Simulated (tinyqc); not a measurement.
RHF in the sto-6g basis, for OH-, spin multiplicity 1, step by step. The basis has no diffuse functions, so it cannot describe the extra electron: this is an exercise in the method, not the real anion. One step of it, computed by the program tinyqc.

Question. Orthogonalisation. S = U s U^T; symmetric (Loewdin) form X = U s^(-1/2) U^T, so that X^T S X = 1.

overlap S, lower triangle:
```
,1O 1s,1O 2s,1O 2px,1O 2py,1O 2pz,2H 1s
1O 1s,1.000000
1O 2s,0.231145,1.000000
1O 2px,0.000000,0.000000,1.000000
1O 2py,0.000000,0.000000,0.000000,1.000000
1O 2pz,0.000000,0.000000,0.000000,0.000000,1.000000
2H 1s,0.023544,0.270880,0.000000,0.000000,0.254646,1.000000
```

Give: eigenvalues of S; X.

Answer.

eigenvalues of S: 0.5953  0.8479  1.0000  1.0000  1.1327  1.4241

X, lower triangle:
```
,1O 1s,1O 2s,1O 2px,1O 2py,1O 2pz,2H 1s
1O 1s,1.0213
1O 2s,-0.1231,1.0530
1O 2px,0.0000,0.0000,1.0000
1O 2py,0.0000,0.0000,0.0000,1.0000
1O 2pz,-0.0032,0.0295,0.0000,0.0000,1.0271
2H 1s,0.0139,-0.1517,0.0000,0.0000,-0.1398,1.0582
```
